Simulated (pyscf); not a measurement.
One elimination on the singlet surface with elements of a group swapped. ωB97M-D3(BJ)/def2-TZVP, kJ/mol, from the reactant's lowest minimum found. Structures and frequencies: ωB97X-D3(BJ)/def2-SVP in PySCF.

```
step                                  barrier  reaction energy  imaginary mode (i cm⁻¹)
------------------------------------  -------  ---------------  -----------------------
O=Ta(OH)(OH)–Cl -> O=Ta(=O)–Cl + H₂O      ___              ___                     1471
O=Nb(OH)(OH)–Cl → O=Nb(=O)–Cl + H₂O     212.5           +299.6                     1558
```

### Question
Complete the blanks.

### Answer

- O=Ta(OH)(OH)–Cl -> O=Ta(=O)–Cl + H₂O, barrier: 234.8
- O=Ta(OH)(OH)–Cl -> O=Ta(=O)–Cl + H₂O, reaction energy: +362.5

Row 1: On the product side the descent ends in an adduct with a O–Ta contact, 191.9 kJ/mol under the separated species and 53.1 kJ/mol under the saddle at ωB97X-D3(BJ)/def2-TZVP. Row 2: On the product side the descent ends in an adduct with a Nb–O contact, 167.0 kJ/mol under the separated species and 71.0 kJ/mol under the saddle at ωB97X-D3(BJ)/def2-TZVP. Each row is the saddle that its search found. Elements past Kr carry the def2 core potentials, without spin-orbit coupling.
